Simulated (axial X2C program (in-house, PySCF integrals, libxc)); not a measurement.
Excited states of PN by EOM-EE-CCSD

Computed with an axial X2C code built on PySCF integrals: two-component X2C with atomic mean-field Coulomb and Gaunt terms, Gaussian nuclei, basis P dyall-av3z, N dyall-av3z with contracted cores.

R = 1.486 Å (near the PBE0 minimum at charge 0 of the determinant lowest at the starting distance; the state shown can have its own minimum elsewhere).

Hartree–Fock spinors of PN (one of each Kramers pair; a window near the gap, which can cut inner shells):

| ω | occupied | ε (eV) | character |
| --- | --- | --- | --- |
| 1/2 | yes | -31.05 | 50% N s, 19% P s, 13% P p |
| 1/2 | yes | -18.14 | 34% P s, 29% N p, 15% P p |
| 1/2 | yes | -13.21 | 47% N p, 27% P p, 12% P s |
| 1/2 | yes | -12.09 | 54% N p, 36% P p, 4% N d |
| 3/2 | yes | -12.09 | 54% N p, 35% P p, 4% N d |
| 1/2 | no | 0.72 | 56% P p, 22% P d, 15% N p |
| 3/2 | no | 0.72 | 57% P p, 22% P d, 15% N p |
| 1/2 | no | 1.17 | 56% P p, 41% P s |
| 1/2 | no | 1.44 | 49% P s, 34% P p, 8% N p |
| 1/2 | no | 1.96 | 73% P p, 12% N p, 8% P d |
| 3/2 | no | 1.96 | 73% P p, 12% N p, 8% P d |

Vertical excitation energies from the closed-shell determinant state of PN:

| Ω | excitation (eV) | cm⁻¹ | hole of the leading pair | particle of the leading pair | weight of the pair (for Ω = 0 its time-reversed partner can hold as much again) | singles weight |
| --- | --- | --- | --- | --- | --- | --- |
| 1 | 3.653 | 29462 | 54% N pπ, 35% P pπ | 40% P pπ, 31% N pπ, 15% P dπ | 0.49 | 0.96 |
| 0⁻ | 3.653 | 29464 | 54% N pπ, 36% P pπ | 40% P pπ, 31% N pπ, 15% P dπ | 0.24 | 0.96 |
| 0⁺ | 4.236 | 34163 | 53% N pσ, 23% P pσ, 10% N sσ | 39% P pπ, 29% N pπ, 19% P dπ | 0.48 | 0.93 |
| 0⁻ | 4.236 | 34163 | 53% N pσ, 23% P pσ, 10% N sσ | 39% P pπ, 29% N pπ, 19% P dπ | 0.47 | 0.93 |
| 1 | 4.247 | 34255 | 53% N pσ, 23% P pσ, 10% N sσ | 39% P pπ, 29% N pπ, 19% P dπ | 0.47 | 0.93 |
| 2 | 4.259 | 34349 | 53% N pσ, 23% P pσ, 10% N sσ | 40% P pπ, 28% N pπ, 19% P dπ | 0.93 | 0.93 |
| 1 | 4.566 | 36826 | 54% N pπ, 36% P pπ | 40% P pπ, 29% N pπ, 17% P dπ | 0.95 | 0.95 |
| 2 | 4.569 | 36849 | 54% N pπ, 35% P pπ | 40% P pπ, 29% N pπ, 17% P dπ | 0.49 | 0.95 |
| 3 | 4.572 | 36878 | 54% N pπ, 35% P pπ | 40% P pπ, 29% N pπ, 17% P dπ | 0.95 | 0.95 |

This point took 33 s on 1 thread of Intel(R) Xeon(R) Processor @ 2.30GHz (shared host).

Reference electrons by ω block (each with its −ω partner): 1/2: 9, 3/2: 2. 10 electrons of PN correlated (inner shells frozen), 88 natural virtual spinors (a truncated set); levels can be off by some tenths of an eV. Roots sought by Ω: (0: 5, 1: 4, 2: 3, 3: 1); the list ends where they run out and leaves out roots under 60 % singles weight. The solver can skip a root, and states that need a further excitation, which the method places far too high, are missing though they may lie low or lowest. T1 of the reference 0.020 (Lee–Taylor). Number of frozen shells: P 2 s, 1 p; N 1 s.
